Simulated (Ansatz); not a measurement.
in.yaml

```yaml
crystal:
  periodic: [false, false, false]
  atoms:
    - {symbol: O, position_ang: [0.000000, -0.144299, 1.624079]}
    - {symbol: N, position_ang: [0.000000, 0.380867, 0.555568]}
    - {symbol: Si, position_ang: [0.000000, -0.153981, -1.144069]}
    - {symbol: H, position_ang: [0.000000, 1.288393, -1.621334]}
basis:
  gaussian: {orbitals: cc-pVDZ, point_charges: [{charge: -0.50, position_ang: [2.779, 0.852, -0.256]}]}
correlation: {method: fic_mrcisd_q, electrons: outside_noble_gas, active_space: {window: {electrons: 2, orbitals: 2}, states: [{multiplicity: 1, weights: [1, 1]}], root: 5}}
scf: {lower_state_search: full}
```

```sh
$ ansatz run in.yaml --threads 1 --pin off --events-out ev --progress --plain --max-ram 2393MiB
```

Question: What does the program do with this input?

Answer: Refused. The input was made wrong on purpose (root beyond the states), so the run isn't a sound calculation of what was asked.
```
Error: the active space averages no state 5, counted from zero
```
